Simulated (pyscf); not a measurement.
Structures and frequencies: ωB97X-D3(BJ)/def2-SVP in PySCF. MP2 and CC: frozen core, UHF for open shells. ΔMP2 is the change of the MP2 total energy from the triple- to the quadruple-zeta basis.

Task: Estimate the classical barrier height and the reaction energy of fluoromethane (H₃C–F) + borane (BH₃) -> H₂B–CH₃ + hydrogen fluoride (HF) at CCSD(T)/def2-TZVPP + ΔMP2(QZVPP). The step runs on the singlet surface, breaks C–F, C–H, B–H and forms B–C, C–H, F–H; take the separated reactants as zero.

Result: ΔE‡ = 195.7 kJ/mol, ΔE = -108.3 kJ/mol. Zero-point energy shifts the barrier by -2.4 kJ/mol. It is a multi-bond step, with an imaginary mode of 1333i cm⁻¹. The same reactants have a lower exit, to H₂B–F + CH₄ (barrier +159.3 kJ/mol at ωB97M-D3(BJ), against +186.9 kJ/mol here). One saddle was located; it need not be the lowest between these sides. The CCSD(T) − MP2 part came from Ansatz, without density fitting, on the same reference.
